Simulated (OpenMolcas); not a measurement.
# C2H2O (ethenone): levels of theory compared

We compute a comparison of 6 runs (HF/3-21G, B2PLYP/aug-cc-pVDZ, BLYP/aug-cc-pVDZ, TPSS/aug-cc-pVDZ, revPBE/aug-cc-pVDZ, CCSD(T)/aug-cc-pVDZ) of C2H2O (ethenone). 

Program for the calculation: OpenMolcas 26.06.

## (1) Starting point

C2H2O: 5 atoms, total charge 0, spin state singlet. As SMILES, `C=C=O`. The coordinates come from a PBE0-D4/def2-TZVP relaxation.

Bond lengths: C1–C2 1.307 Å, C2–O3 1.156 Å, C1–H4 1.080 Å, C1–H5 1.080 Å. Angles: C1–C2–O3 180.0°, C2–C1–H4 119.5°, C2–C1–H5 119.5°, H4–C1–H5 121.1°.

## (2) Energy and forces at HF/3-21G (run 1)

The input, calc.input:

```
&GATEWAY
  BasLib = $CurrDir
  Coord
  5
  angstrom
  C       -0.361800       0.279000      -0.270700
  C        0.535300      -0.429800       0.362500
  O        1.329000      -1.057000       0.922700
  H       -1.204100      -0.217300      -0.729100
  H       -0.248500       1.351400      -0.326800
  Basis = 3-21G
  Group = NoSym

&SEWARD

&SCF
  Thresholds = 1e-10 1e-07 1e-07 1e-05
  PrOrbitals = 1 2

&ALASKA
```

The basis set 3-21G is read from a file made from the Basis Set Exchange's data (not shown).

The run is started by

```console
$ export MOLCAS_MEM=1860
$ pymolcas calc.input > calc.log
```

Log:

```text
--- Start Module: gateway ---
[...]
--- Stop Module: gateway /rc=_RC_ALL_IS_WELL_ ---
[...]
      Basis functions           31
[...]
--- Start Module: scf ---
[...]
       Convergence after  14 Iterations
[...]
::    Total SCF energy                               -150.8761450449
[...]
      Total spin, S                                     0.0000000000
[...]
      Total electronic charge=   22.000000
      Total            charge=   -0.000000
[...]
      Dipole Moment (debye):
      Origin of the operator (angstrom)=    0.5207   -0.4183    0.3522
                   X= -1.1878E+00               Y=  9.3868E-01               Z= -8.3830E-01           Total=  1.7306E+00
      Quadrupole Moment (debye*angstrom):
[...]
--- Stop Module: scf /rc=_RC_ALL_IS_WELL_ ---
--- Start Module: alaska ---
[...]
 *              Molecular gradients               *
 **************************************************
  Irreducible representation: a
 ------------------------------------------------------------------------------------------
                              X                       Y                       Z
 ------------------------------------------------------------------------------------------
  C1               -5.04683934900951E-03    3.93157972609037E-03   -3.56058862617603E-03
  C2                1.66016775921340E-02   -1.30934924370303E-02    1.17190080992113E-02
  O3               -7.63881944670075E-03    6.02724954783440E-03   -5.39216201269710E-03
  H4               -5.85299260194727E-03   -4.83506303776893E-03   -3.02189723551760E-03
  H5                1.93697380555122E-03    7.96972620085601E-03    2.55639775184113E-04
 ------------------------------------------------------------------------------------------
--- Stop Module: alaska /rc=_RC_ALL_IS_WELL_ ---
[...]
```

It took 1.6 s on 1 thread of Arm Neoverse V2, shared host; peak memory 0.37 GiB.

## (3) A single-point energy at B2PLYP/aug-cc-pVDZ (run 2)

The input, mol.inp:

```
&GATEWAY
BasLib=$CurrDir
Coord
5
angstrom
C       -0.361800       0.279000      -0.270700
C        0.535300      -0.429800       0.362500
O        1.329000      -1.057000       0.922700
H       -1.204100      -0.217300      -0.729100
H       -0.248500       1.351400      -0.326800
Basis=aug-cc-pVDZ
Group=NoSym
&SEWARD
GridInput
Grid=UltraFine
End of Grid
&SCF
KSDFT=B2PLYP_SCF
Thresholds=1e-10 1e-07 1e-07 1e-05
PrOrbitals=1 2
&MBPT2
Frozen=3
```

The basis set aug-cc-pVDZ is read from a file made from the Basis Set Exchange's data (not shown).

The run is started by

```console
$ export MOLCAS_MEM=1860
$ pymolcas mol.inp > mol.log
```

Log:

```text
--- Start Module: gateway ---
[...]
--- Stop Module: gateway /rc=_RC_ALL_IS_WELL_ ---
[...]
      Basis functions           87
[...]
--- Start Module: scf ---
[...]
       Convergence after  15 Iterations
[...]
::    Total KS-DFT energy                            -152.3283174803
[...]
      Total spin, S                                     0.0000000000
[...]
      Total electronic charge=   22.000000
      Total            charge=   -0.000000
[...]
      Dipole Moment (debye):
      Origin of the operator (angstrom)=    0.5207   -0.4183    0.3522
                   X= -1.1049E+00               Y=  8.7310E-01               Z= -7.7978E-01           Total=  1.6097E+00
      Quadrupole Moment (debye*angstrom):
[...]
--- Stop Module: scf /rc=_RC_ALL_IS_WELL_ ---
[...]
--- Start Module: mbpt2 ---
[...]
 ###    WARNING: MP2 implementation intended for RHF references only         ###
 ###############################################################################
MBPT2 WARNING: Reference function according to RunFile:KS-DFT
I'll assume you know what you're doing and continue
WARNING!
Default frozen orbitals as non valence orbitals is overwritten by user input.
Default values:   3
[...]
       Reference weight ( Cref**2 )         =        0.79977
::    Total MBPT2 energy                             -152.8939303024
[...]
      Total MBPT2 calculations                           0.20      0.22
--- Stop Module: mbpt2 /rc=_RC_ALL_IS_WELL_ ---
[...]
```

Wall time 20 s (1 thread of Arm Neoverse V2, shared host); peak memory 0.48 GiB.

Runs 3 to 4 aren't shown in full; the table further down has their settings and results.

## (4) Energy and forces at revPBE/aug-cc-pVDZ (run 5)

The input, calc.input:

```
>>> EXPORT MOLCAS_PRINT=2
&GATEWAY
BasLib = $CurrDir
BasisSet
C.aug-cc-pVDZ....
C1 -0.361800 0.279000 -0.270700 angstrom
C2 0.535300 -0.429800 0.362500 angstrom
End of Basis
BasisSet
O.aug-cc-pVDZ....
O3 1.329000 -1.057000 0.922700 angstrom
End of Basis
BasisSet
H.aug-cc-pVDZ....
H4 -1.204100 -0.217300 -0.729100 angstrom
H5 -0.248500 1.351400 -0.326800 angstrom
End of Basis
&SEWARD
GridInput
Grid=UltraFine
End of Grid
&SCF
KSDFT = revPBE
Thresholds = 1e-10 1e-07 1e-07 1e-05
PrOrbitals = 1 1
&ALASKA
```

The basis set aug-cc-pVDZ is read from a file made from the Basis Set Exchange's data (not shown).

The run is started by

```console
$ export MOLCAS_MEM=1860
$ pymolcas calc.input > calc.log
```

Log:

```text
--- Start Module: gateway ---
[...]
--- Stop Module: gateway /rc=_RC_ALL_IS_WELL_ ---
[...]
      Basis functions           87
[...]
--- Start Module: scf ---
[...]
       Convergence after  15 Iterations
[...]
::    Total KS-DFT energy                            -152.5853517562
[...]
      Total spin, S                                     0.0000000000
[...]
      Total electronic charge=   22.000000
      Total            charge=   -0.000000
[...]
      Dipole Moment (debye):
      Origin of the operator (angstrom)=    0.5207   -0.4183    0.3522
                   X= -9.2497E-01               Y=  7.3093E-01               Z= -6.5280E-01           Total=  1.3476E+00
      Quadrupole Moment (debye*angstrom):
[...]
--- Stop Module: scf /rc=_RC_ALL_IS_WELL_ ---
[...]
--- Start Module: alaska ---
[...]
 *              Molecular gradients               *
 **************************************************
  Irreducible representation: a
 ------------------------------------------------------------------------------------------
                              X                       Y                       Z
 ------------------------------------------------------------------------------------------
  C1                1.13504929439099E-02   -9.01855298804088E-03    8.01610043509671E-03
  C2                1.61090966353656E-02   -1.27144680179478E-02    1.13697639685340E-02
  O3               -3.54383509585059E-02    2.79973994705234E-02   -2.50129467631073E-02
  H4                8.19110701916470E-03    3.75424834876958E-03    4.58372941759722E-03
  H5               -2.12345639892447E-04   -1.00186268132831E-02    1.04335294182006E-03
 ------------------------------------------------------------------------------------------
--- Stop Module: alaska /rc=_RC_ALL_IS_WELL_ ---
[...]
```

It took 24 s on 1 thread of Arm Neoverse V2, shared host; peak memory 0.48 GiB.

## (5) A single-point energy at CCSD(T)/aug-cc-pVDZ (run 6)

The input, calc.inp:

```
&gateway
  baslib=$CurrDir
  coord
  5
  bohr
  C     -0.68370291     0.52723359    -0.51154886
  C      1.01157039    -0.81220429     0.68502572
  O      2.51144602    -1.99744051     1.74365030
  H     -2.27541923    -0.41063749    -1.37779932
  H     -0.46959694     2.55377588    -0.61756250
  basis=aug-cc-pVDZ
  group=NoSym

&seward

&scf
  thresholds=1e-10 1e-07 1e-07 1e-05
  prorbitals=1

&rasscf
  fileorb=$Project.ScfOrb
  spin=1
  nactel=0 0 0
  inactive=11
  ras2=0
  outorbitals=Canonical
  orblisting=Nothing

&motra
  jobiph
  frozen=3

&ccsdt
  cct
  triples=2
  iterations=80
  accuracy=1e-08
  extrapolation=5 4
```

The basis set aug-cc-pVDZ is read from a file made from the Basis Set Exchange's data (not shown).

The run is started by

```console
$ export MOLCAS_MEM=1860
$ pymolcas calc.inp > calc.log
```

Log:

```text
--- Start Module: gateway ---
[...]
--- Stop Module: gateway /rc=_RC_ALL_IS_WELL_ ---
[...]
      Basis functions           87
[...]
       Convergence after  15 Iterations
[...]
::    Total SCF energy                               -151.7487120821
[...]
      Total spin, S                                     0.0000000000
[...]
      Number of active orbitals                  0
[...]
      Spin quantum number                      0.0
[...]
      Active orbitals                            0
[...]
      Number of CSFs                             1
[...]
      Number of root(s) required                 1
[...]
      Convergence after  4 iterations
[...]
      Natural orbitals and occupation numbers for root  1
      ************************************************************************************************************************
      *                                                    Final results                                                     *
      ************************************************************************************************************************
[...]
::    RASSCF root number  1 Total energy:   -151.74871208
[...]
      Total electronic charge=   22.000000
      Total            charge=   -0.000000
[...]
      Dipole Moment (debye):
      Origin of the operator (angstrom)=    0.5207   -0.4183    0.3522
                   X= -1.2126E+00               Y=  9.5824E-01               Z= -8.5582E-01           Total=  1.7667E+00
      Quadrupole Moment (debye*angstrom):
[...]
--- Start Module: motra ---
[...]
--- Stop Module: motra /rc=_RC_ALL_IS_WELL_ ---
[...]
--- Start Module: ccsdt ---
[...]
      Convergence after                    17  Iterations
      Total energy (diff) :    -152.21713603       0.00000001
[...]
 METHOD                       : CCSD+T(CCSD)+<T3(1)WT1> = CCSD(T)
[...]
       CCSD     =      -152.2171360327968
[...]
```

Wall time 34 s (1 thread of Arm Neoverse V2, shared host); peak memory 0.48 GiB.

## (6) All runs side by side

```csv
run,level,task,frozen core orbitals,energy (Eh),dipole moment (D) of the reference,HOMO energy (eV),LUMO energy (eV),wall time
1,HF/3-21G,gradient,–,-150.876145,1.73,-9.71,3.76,1.6 s
2,B2PLYP/aug-cc-pVDZ,energy,3,-152.481033,1.61,-8.18,0.27,20 s
3,BLYP/aug-cc-pVDZ,gradient,–,-152.585096,1.38,-5.75,-2.01,24 s
4,TPSS/aug-cc-pVDZ,gradient,–,-152.647186,1.39,-5.88,-1.92,35 s
5,revPBE/aug-cc-pVDZ,gradient,–,-152.585352,1.35,-5.81,-2.03,24 s
6,CCSD(T)/aug-cc-pVDZ,energy,3,-152.236507,1.77,-9.98,0.93,34 s
```

## (7) Summary of results

| quantity | value |
| --- | --- |
| run 6: total energy | -152.23651 Eh |
| run 6: dipole moment (mean-field density) | 1.77 D |
| run 6: HOMO energy (Hartree–Fock orbitals) | -9.98 eV |
| run 6: LUMO energy (Hartree–Fock orbitals) | 0.93 eV |
| run 6: HOMO–LUMO gap (Hartree–Fock orbitals) | 10.91 eV |
| run 6: correlation energy (3 core orbitals frozen) | -487.8 mEh |
| run 6: (T) correction | -19.37 mEh |

**Reading.** Over runs 1, 2, 3, 4, 5 the dipole moment (its size) runs from 1.35 D (revPBE/aug-cc-pVDZ) to 1.73 D (HF/3-21G). The two ends differ in method and basis. Over runs 1, 2, 3, 4, 5 the HOMO–LUMO gap runs from 3.74 eV (BLYP/aug-cc-pVDZ) to 13.47 eV (HF/3-21G). For B2PLYP the log adds the whole second-order term; the table takes 0.27 of it, as the functional is defined. Totals of different functionals can't be ranked against each other. All runs together took 2.3 min, the longest 35 s.
